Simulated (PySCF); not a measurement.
**Gas-phase thermal properties of H3SiN(CH3)2**

Method: PySCF energies (xtb for GFN2) plus ideal-gas RRHO corrections (1 bar). 6-31G* has spherical d functions here. All species are closed-shell singlets. B3LYP is the form with VWN-RPA correlation. The harmonic model lacks anharmonicity and excited electronic states, which grow with temperature; levels with a mode under 35 cm⁻¹ are left out. Internal rotation in H3SiN(CH3)2 is treated as a harmonic vibration of one conformer, which makes the entropy rough.

| level | point group | σ | ZPE (kJ/mol) | S°298 (J/mol/K) | Cp298 (J/mol/K) | S°1000 (J/mol/K) | H1000 − H298 (kJ/mol) |
|---|---|---|---|---|---|---|---|
| B3LYP/6-31G* | Cs | 1 | 283.6 | 326.1 | 101.4 | 519.3 | 120.8 |
| GFN2-xTB | Cs | 1 | 273.8 | 327.5 | 106.6 | 526.9 | 124.2 |
| HF/6-31G* | Cs | 1 | 302.9 | 324.0 | 96.2 | 508.2 | 115.5 |
| PBE/def2-SVP | Cs | 1 | 272.2 | 328.1 | 104.6 | 527.2 | 124.3 |
| PBE0/def2-TZVP | Cs | 1 | 281.2 | 327.8 | 102.2 | 522.4 | 121.7 |
σ: rotational symmetry number. Electronic degeneracy used: 1. Frequencies are unscaled.
